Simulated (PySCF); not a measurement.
Molecule: SMILES [NH3+][BH2-]O, BH$_{6}$NO.

Structure with atom numbers: `[NH3+:1][BH2-:2][OH:3]`; H(Xn) means a hydrogen on atom n.

Spin–spin couplings on one PBE0-D3(BJ)/def2-SVP geometry, PySCF, gas phase, non-relativistic, equivalent pairs averaged; isotopes ¹¹B, ¹H, ¹⁷O, ¹⁵N; functional B3LYP.

Task: How do the couplings (Hz) change with the basis set? Times are CPU seconds on shared hosts with different chips, so compare them loosely. Far from the basis limit: 6-31G*, pcJ-0, def2-TZVP, cc-pVTZ.

Result: 
```tsv
basis set	functions	¹J(B2,H(B2))	¹J(O3,H(O3))	¹J(N1,H(N1))	¹J(B2,O3)	¹J(N1,B2)	²J(H(N1),H(N1))	²J(N1,H(B2))	core-s
6-31G*	54	128.4	-72.6	-68.1	-11.2	-2.2	-12.0	-6.0	5.6
pcJ-0	57	105.4	-41.9	-55.8	0.7	0.3	-10.9	-6.6	3.3
def2-TZVP	129	114.5	-69.5	-65.4	-2.7	1.1	-10.6	-7.5	14
pcJ-1	141	119.0	-79.2	-70.7	-3.3	0.0	-11.0	-7.8	10
cc-pVTZ	174	117.0	-55.9	-59.0	-2.9	2.0	-9.5	-6.5	20
aug-cc-pVTZ-J	258	121.5	-80.9	-71.3	-3.5	0.6	-11.0	-7.8	27
pcJ-2	297	120.0	-80.3	-70.6	-3.5	0.5	-10.6	-7.8	32
```

The Fermi-contact term samples the wavefunction at the nucleus, which is why sets with added tight s functions (names with J) are made for couplings.
